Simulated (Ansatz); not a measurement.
Dissociation curves of C2H2S (ethenethione)

The species is C2H2S (5 atoms), meant as a singlet with charge 0. SMILES: `C=C=S`. Geometry: relaxed at PBE0-D4/def2-TZVP.

```xyz
5

C     0.5482   -0.2493    0.1041
C    -0.6206    0.2823   -0.1180
S    -2.0117    0.9150   -0.3822
H     1.4000    0.0165   -0.5108
H     0.6842   -0.9645    0.9069
```

The C1–H4 distance is scanned; the parts on either side stay rigid. Basis STO-3G, 7 core orbitals frozen in the correlated methods; program Ansatz 0.2.0. FCI is exact within this basis and core. Energies in eV from each method's value at 1.084 Å; methods without a U are spin-restricted; a dash marks a point that is missing or didn't converge. The shape above is that at 1.084 Å.

| distance (Å) | SVWN5 | r2SCAN | BHLYP | wB97X | B2PLYP | RPA@PBE | MP2 | FCI |
| --- | --- | --- | --- | --- | --- | --- | --- | --- |
| 1.084 | 0.00 | 0.00 | 0.00 | 0.00 | 0.00 | 0.00 | 0.00 | 0.00 |
| 1.355 | 0.86 | 0.90 | 1.03 | 0.97 | 0.93 | 0.77 | 0.94 | 0.81 |
| 1.626 | 2.49 | 2.57 | 2.89 | 2.78 | 2.65 | 2.34 | 2.71 | 2.34 |
| 2.167 | 5.35 | 5.46 | 6.27 | 6.12 | 5.61 | 4.94 | 5.66 | 4.45 |
| 2.709 | 6.99 | 7.08 | 8.31 | 8.26 | 6.99 | – | 6.74 | 4.98 |

Departure from the FCI curve at its largest: SVWN5 +2.01 eV at 2.71 Å; r2SCAN +2.10 eV at 2.71 Å; BHLYP +3.33 eV at 2.71 Å; wB97X +3.28 eV at 2.71 Å; B2PLYP +2.01 eV at 2.71 Å; RPA@PBE +0.49 eV at 2.17 Å; MP2 +1.76 eV at 2.71 Å. Restricted functionals keep the electrons paired too, and rise too high.
